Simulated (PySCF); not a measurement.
# BSiH3 (SMILES B[SiH]): U-r2SCAN/STO-3G

What is the energy change on altering one bond length of BSiH3 at U-r2SCAN/STO-3G? Input form: a Python script.

Program for the calculation: PySCF 2.14.0.

13 further runs of the same task are left out: 1 that didn't finish, 12 set aside as unsound or not needed.

### 1 The structure to begin with

BSiH3 has 5 atoms, charge 0, and is taken as a triplet. As SMILES, `B[SiH]`. Geometry: relaxed at GFN2-xTB.

Bond lengths: B1–Si2 1.878 Å, B1–H3 1.179 Å, B1–H4 1.176 Å, Si2–H5 1.476 Å. Angles: B1–Si2–H5 134.9°, Si2–B1–H3 120.6°, Si2–B1–H4 121.0°, H3–B1–H4 118.4°.

### 2 The energy at U-r2SCAN/STO-3G

Input file run.py:

```python
# B[SiH]
from pyscf import gto, dft

mol = gto.M(
    atom='''
B     -0.206730    -0.708170     0.126670
Si     0.760780     0.829450    -0.350440
H     -1.303690    -0.620750     0.549520
H      0.263590    -1.779740     0.010050
H      0.486040     2.279200    -0.335800
''',
    max_memory=1860,
    basis='sto-3g',
    verbose=3,
    spin=2,
)

calc0 = dft.UKS(mol)
calc0.xc = 'r2scan'
calc0.grids.level = 5
calc0.conv_tol = 1e-10
calc0.kernel()
if not calc0.converged:
    calc0 = calc0.newton().run(calc0.mo_coeff, calc0.mo_occ)

energy = calc0.e_tot
print('E(%s) = %.9f' % ('R2SCAN', energy))
```

Command:

```
OMP_NUM_THREADS=1 python run.py
```

The log of the run:

```text
WARN: HOMO -0.117357751647121 >= LUMO -0.145145160651113

converged SCF energy = -312.283257773761  <S^2> = 2.002272  2S+1 = 3.0015143
E(R2SCAN) = -312.283257774
```

Wall time 4.8 s (1 thread of Arm Neoverse V2, shared host); peak memory 0.21 GiB.

### 3 The distorted shape at the same level

Input file job.py:

```python
from pyscf import gto, dft

molecule = gto.M(
    atom='''
B      0.670848    -0.778107    -0.211614
Si     1.638358     0.759513    -0.688724
H     -1.303690    -0.620750     0.549520
H      1.141168    -1.849677    -0.328234
H      1.363618     2.209263    -0.674084
''',
    verbose=3,
    basis='sto-3g',
    spin=2,
    max_memory=1860,
)

mf = dft.UKS(molecule)
mf.xc = 'r2scan'
mf.conv_tol = 1e-10
mf.grids.level = 5
mf.kernel()
if not mf.converged:
    mf = mf.newton().run(mf.mo_coeff, mf.mo_occ)

etot = mf.e_tot
print('E = %.10f Eh' % etot)
```

Command:

```
OMP_NUM_THREADS=1 python job.py
```

The log of the run:

```text
WARN: HOMO -0.131331065058123 >= LUMO -0.13742126909476

converged SCF energy = -312.134246407829  <S^2> = 2.1496769  2S+1 = 3.0981781
E = -312.1342464078 Eh
```

Run time: 6 s. Hardware: 1 thread of Arm Neoverse V2, shared host; peak memory 0.21 GiB.

### 4 Summary of results

At U-r2SCAN/STO-3G:

| quantity | value |
| --- | --- |
| first shape: total energy | -312.28326 Eh |
| first shape: dipole moment | 1.95 D |
| first shape: HOMO energy (highest over α and β) | -2.54 eV |
| first shape: LUMO energy (lowest over α and β) | -0.06 eV |
| first shape: ⟨S²⟩ | 2.002 |
| distorted shape: total energy | -312.13425 Eh |
| distorted shape: dipole moment | 2.08 D |
| distorted shape: HOMO energy (highest over α and β) | -2.79 eV |
| distorted shape: LUMO energy (lowest over α and β) | -0.36 eV |
| distorted shape: ⟨S²⟩ | 2.150 |
| energy change with the B1–H3 bond stretched from 1.179 to 2.122 Å | 4.055 eV |

With the B1–H3 bond stretched from 1.179 to 2.122 Å the energy rises by 4.05 eV (391 kJ/mol). The first shape isn't relaxed at this level, so the change isn't measured from a minimum. The minimal basis adds a large error of its own. Mulliken charges (first shape) run from -0.12 on H5 to +0.34 on Si2; they depend strongly on the basis. ⟨S²⟩ (distorted shape) is 2.15 where a pure triplet has 2.00: the reference is spin-contaminated.
